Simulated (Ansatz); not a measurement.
**C₃H₃NO: a ladder of functionals and wavefunction methods**

Aim: compute C₃H₃NO with functionals from several rungs and with coupled cluster, and see how far each lands from CCSD(T) at the basis-set limit for the atomisation energy.

Computed with Ansatz 0.2.0, Gaussian basis. Level: functionals in def2-TZVPP, the program's frozen cores in correlated methods.

Levels to be run: LDA (SPW92), PBE-D4, revPBE-D4, BLYP-D4, r2SCAN-D4, B97M-V, PBE0-D4, B3LYP-D4, r2SCANh-D4, r2SCAN0-D4, HSE06-D4, BHLYP-D4, CAM-B3LYP-D4, LC-ωPBE, ωB97X-V, ωB97M-V, B2PLYP, PBE-QIDH; CCSD(T)/def2-SVP; CCSD(T)/def2-TZVPP; MP2/def2-QZVPP; extrapolation to the limit; RPA on PBE.

### 1 The geometry

All runs share one geometry, relaxed beforehand with PBE0-D4 in a triple-zeta def2 set.

8 atoms, charge 0, spin multiplicity 1.

Atoms are counted from 1 here; the program's logs count them from 0.

Bond lengths: C1–C2 1.329 Å, C1–H6 1.079 Å, C1–H7 1.082 Å, C2–O3 1.355 Å, C2–C4 1.433 Å, O3–H8 0.961 Å, C4–N5 1.152 Å. Angles: C2–C1–H6 120.0°, C2–C1–H7 120.4°, H6–C1–H7 119.6°, C1–C2–O3 122.4°, C1–C2–C4 121.5°, O3–C2–C4 116.1°, C2–O3–H8 110.2°, C2–C4–N5 177.2°.

### 2 LDA

This LDA is Slater exchange with PW92 correlation.

Contents of in.yaml:

```yaml
crystal:
  periodic: [false, false, false]
  atoms:
    - {symbol: C, position_ang: [0.430024, 0.325417, 1.148297]}
    - {symbol: C, position_ang: [0.000727, -0.184042, -0.002047]}
    - {symbol: O, position_ang: [-0.157703, -1.516629, -0.192790]}
    - {symbol: C, position_ang: [-0.322541, 0.654836, -1.118026]}
    - {symbol: N, position_ang: [-0.595436, 1.283059, -2.043876]}
    - {symbol: H, position_ang: [0.541884, 1.393452, 1.257378]}
    - {symbol: H, position_ang: [0.669184, -0.324601, 1.979499]}
    - {symbol: H, position_ang: [-0.474141, -1.688592, -1.084235]}
basis:
  gaussian: {orbitals: def2-TZVPP}
hamiltonian: {xc: lda}
output: {orbitals: {seedname: orbitals}}
```

The runs that follow: PBE-D4 (GGA); revPBE-D4 (GGA); BLYP-D4 (GGA); r2SCAN-D4 (meta-GGA); B97M-V (meta-GGA); PBE0-D4 (hybrid); B3LYP-D4 (hybrid); r2SCANh-D4 (hybrid); r2SCAN0-D4 (hybrid); HSE06-D4 (hybrid); BHLYP-D4 (hybrid); CAM-B3LYP-D4 (range-separated); LC-ωPBE (range-separated); ωB97X-V (range-separated); ωB97M-V (range-separated); B2PLYP (double hybrid); PBE-QIDH (double hybrid); CCSD(T) in def2-SVP; CCSD(T) in def2-TZVPP; MP2 in def2-QZVPP; RPA on PBE orbitals.

Before running them: what should the planned runs give, taken together? Wanted: atomisation energy, CCSD(T)/CBS; farthest beyond LDA; mean size of error, GGA; mean size of error, meta-GGA; mean size of error, hybrid; mean size of error, range-separated; mean size of error, double hybrid; gap, smallest and largest; T1 diagnostic.

**Answer**, as computed:

```
                               quantity                                       value
        atomisation energy, CCSD(T)/CBS                               3599.5 kJ/mol
 functionals within 18.0 kJ/mol (0.5 %)  B97M-V, LC-ωPBE, ωB97X-V, B2PLYP, PBE-QIDH
                    farthest beyond LDA                      PBE-D4 (+182.1 kJ/mol)
                mean size of error, GGA                                104.7 kJ/mol
           mean size of error, meta-GGA                                 15.1 kJ/mol
             mean size of error, hybrid                                 65.2 kJ/mol
    mean size of error, range-separated                                 15.5 kJ/mol
      mean size of error, double hybrid                                 12.3 kJ/mol
              gap, smallest and largest   4.13 eV (LDA (SPW92)), 11.23 eV (LC-ωPBE)
                          T1 diagnostic                                      0.0137
triples share of the correlation energy                                       4.6 %
```

In words: The LDA atomisation energy is off by 652.7 kJ/mol (18 %): it overbinds. PBE-D4 misses by +182.1 kJ/mol. Double hybrids carry the basis error of their MP2 part in triple zeta, and no dispersion term here, so their miss is partly the set-up's. The rungs double hybrid, meta-GGA, range-separated miss on average by less than the doubt on the reference (18.0 kJ/mol), so they tie; GGA functionals have the largest mean beyond LDA (104.7 kJ/mol). Misses under about 18.0 kJ/mol are within the doubt on the reference itself, which lacks core-valence correlation, relativity and higher excitations. Hartree-Fock recovers 67 % of the binding; the rest is correlation. CCSD(T) in def2-SVP is off by -178.8 kJ/mol, more than most functionals: a good method in a small basis is no reference. The gap grows from 4.1 to 11.2 eV across the functionals, mostly with the share of exact exchange. The restricted reference is unstable towards a spin-broken one.
